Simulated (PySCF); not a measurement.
PySCF input (PBE/pcseg-3):

```python
import numpy as np, basis_set_exchange as bse
from pyscf import gto, scf, dft, df

basis = {'H': gto.basis.parse(bse.get_basis('pcseg-3', elements=['H'], fmt='nwchem')), 'O': gto.basis.parse(bse.get_basis('pcseg-3', elements=['O'], fmt='nwchem'))}
mol = gto.M(
    atom='''
    O     0.01545466    0.72381182   -0.07020381
    O    -0.01124373   -0.72607760   -0.04190313
    H     0.80569804    0.89668240    0.46138431
    H    -0.83938551   -0.87855617    0.43547118
    ''',
    basis=basis,
    charge=0,
    verbose=4,
    max_memory=8640,
)
mf = dft.RKS(mol, xc='pbe')
mf.grids.level = 3
mf = mf.density_fit(auxbasis=df.autoaux(mol))
mf.conv_tol = 1e-9
mf.max_cycle = 100
print('smallest overlap eigenvalue', np.linalg.eigvalsh(mol.intor('int1e_ovlp'))[0])
mf.kernel()
dip = mf.dip_moment()
```

Output:

```
PySCF version 2.14.0

[INPUT] verbose = 4
[INPUT] num. atoms = 4
[INPUT] num. electrons = 18
[INPUT] charge = 0
[INPUT] spin (= nelec alpha-beta = 2S) = 0
[INPUT] symmetry False subgroup None
[INPUT] Mole.unit = angstrom
[INPUT] Symbol           X                Y                Z      unit          X                Y                Z       unit  Magmom
[INPUT]  1 O      0.015454660000   0.723811820000  -0.070203810000 AA    0.029205074748   1.367806105523  -0.132665973801 Bohr   0.0
[INPUT]  2 O     -0.011243730000  -0.726077600000  -0.041903130000 AA   -0.021247570319  -1.372087809182  -0.079185439462 Bohr   0.0
[INPUT]  3 H      0.805698040000   0.896682400000   0.461384310000 AA    1.522548634699   1.694484156718   0.871889984071 Bohr   0.0
[INPUT]  4 H     -0.839385510000  -0.878556170000   0.435471180000 AA   -1.586208726828  -1.660230546347   0.822921265341 Bohr   0.0

nuclear repulsion = 36.8070207165941
number of shells = 54
number of NR pGTOs = 246
number of NR cGTOs = 186
basis = {'H': [[0, [765.363, 0.000337953], [114.768, 0.00262513], [26.1385, 0.0137591], [7.41801, 0.057093], [2.43212, 0.192568], [0.880001, 0.5]], [0, [0.338438, 1.0]], [0, [0.134045, 1.0]], [0, [0.0520726, 1.0]], [1, [6.5, 1.0]], [1, [1.55, 1.0]], [1, [0.55, 1.0]], [1, [0.2, 1.0]], [2, [1.95, 1.0]], [2, [0.65, 1.0]], [3, [2.2, 1.0]]], 'O': [[0, [297874.0, 2.29997e-05], [44612.8, 0.000178787], [10154.4, 0.000939588], [2876.35, 0.0039584], [938.366, 0.0142931], [338.86, 0.0453776], [132.417, 0.125417], [55.7372, 0.275002], [20.8655, 0.5]], [0, [31.334, 0.108874], [9.57343, 0.5], [4.20898, 0.261071]], [0, [1.32803, 1.0]], [0, [0.50967, 1.0]], [0, [0.184277, 1.0]], [1, [288.445, 0.000828752], [68.1261, 0.00694505], [21.5679, 0.0354837], [8.23414, 0.112584], [3.36796, 0.291518], [1.43385, 0.5]], [1, [0.600576, 1.0]], [1, [0.237909, 1.0]], [1, [0.0880635, 1.0]], [2, [7.0, 1.0]], [2, [2.0, 1.0]], [2, [0.8, 1.0]], [2, [0.3, 1.0]], [3, [2.1, 1.0]], [3, [0.9, 1.0]], [4, [1.6, 1.0]]]}
ecp = {}
ETB for O: l = 0, exps = 0.176127 * 1.8^n , n = 0..16
ETB for O: l = 1, exps = 0.176127 * 1.8^n , n = 0..13
ETB for O: l = 2, exps = 0.176127 * 1.8^n , n = 0..12
ETB for O: l = 3, exps = 0.3880635 * 2.2^n , n = 0..6
ETB for O: l = 4, exps = 0.6 * 2.2^n , n = 0..6
ETB for O: l = 5, exps = 1.2 * 2.3^n , n = 0..3
ETB for H: l = 0, exps = 0.1041452 * 1.8^n , n = 0..14
ETB for H: l = 1, exps = 0.2520726 * 2^n , n = 0..6
ETB for H: l = 2, exps = 0.4 * 2.2^n , n = 0..5
ETB for H: l = 3, exps = 0.8500000000000001 * 2.2^n , n = 0..3
ETB for H: l = 4, exps = 1.3 * 2.2^n , n = 0..3
smallest overlap eigenvalue 0.00015295518323074492

******** <class 'pyscf.df.df_jk.DFRKS'> ********
method = DFRKS
initial guess = minao
damping factor = 0
level_shift factor = 0
DIIS = <class 'pyscf.scf.diis.CDIIS'>
diis_start_cycle = 1
diis_space = 8
diis_damp = 0
SCF conv_tol = 1e-09
SCF conv_tol_grad = None
SCF max_cycles = 100
direct_scf = False
XC library pyscf.dft.libxc version 7.1.2
    S. Lehtola, C. Steigemann, M. J. T. Oliveira, and M. A. L. Marques,  SoftwareX 7, 1–5 (2018)
XC functionals = pbe
    J. P. Perdew, K. Burke, and M. Ernzerhof,  Phys. Rev. Lett. 77, 3865 (1996)
    J. P. Perdew, K. Burke, and M. Ernzerhof,  Phys. Rev. Lett. 78, 1396 (1997)
    J. P. Perdew, K. Burke, and M. Ernzerhof,  Phys. Rev. Lett. 77, 3865 (1996)
    J. P. Perdew, K. Burke, and M. Ernzerhof,  Phys. Rev. Lett. 78, 1396 (1997)
radial grids:
    Treutler-Ahlrichs [JCP 102, 346 (1995); DOI:10.1063/1.469408] (M4) radial grids

becke partition: Becke, JCP 88, 2547 (1988); DOI:10.1063/1.454033
pruning grids: <function nwchem_prune>
grids dens level: 3
symmetrized grids: False
atomic radii adjust function: <function treutler_atomic_radii_adjust>
small_rho_cutoff = 0
Set gradient conv threshold to 3.16228e-05
Initial guess from minao.
tot grids = 47784
init E= -151.564734864651
  HOMO = -0.335235672944682  LUMO = -0.115089795160003  gap/eV = 5.99047
cycle= 1 E= -151.413332909264  delta_E= 0.151  |g|= 0.591  |ddm|= 1.27
  HOMO = -0.120765123827383  LUMO = -0.00689159662180826  gap/eV = 3.09866
cycle= 2 E= -151.285990155986  delta_E= 0.127  |g|= 1.02  |ddm|= 0.973
  HOMO = -0.243475759437393  LUMO = -0.0604641391215735  gap/eV = 4.98000
cycle= 3 E= -151.478365649779  delta_E= -0.192  |g|= 0.0822  |ddm|= 0.651
  HOMO = -0.234820822951671  LUMO = -0.0489269611885778  gap/eV = 5.05843
cycle= 4 E= -151.479500444846  delta_E= -0.00113  |g|= 0.0153  |ddm|= 0.0456
  HOMO = -0.235017726660109  LUMO = -0.0493248316759333  gap/eV = 5.05296
cycle= 5 E= -151.479539776833  delta_E= -3.93e-05  |g|= 0.00194  |ddm|= 0.00854
  HOMO = -0.235269984483316  LUMO = -0.0495699133229177  gap/eV = 5.05316
cycle= 6 E= -151.479540380792  delta_E= -6.04e-07  |g|= 0.000425  |ddm|= 0.00121
  HOMO = -0.23531973809054  LUMO = -0.0496112886184277  gap/eV = 5.05338
cycle= 7 E= -151.479540416715  delta_E= -3.59e-08  |g|= 6.09e-05  |ddm|= 0.000383
  HOMO = -0.235321605674696  LUMO = -0.0496137032717664  gap/eV = 5.05337
cycle= 8 E= -151.479540417405  delta_E= -6.9e-10  |g|= 1.05e-05  |ddm|= 6.46e-05
  HOMO = -0.235320355832719  LUMO = -0.0496120927719946  gap/eV = 5.05338
Extra cycle  E= -151.479540417384  delta_E= 2.19e-11  |g|= 1.55e-05  |ddm|= 1.51e-05
converged SCF energy = -151.479540417384
Dipole moment(X, Y, Z, Debye): -0.06164,  0.03319,  1.64099
```
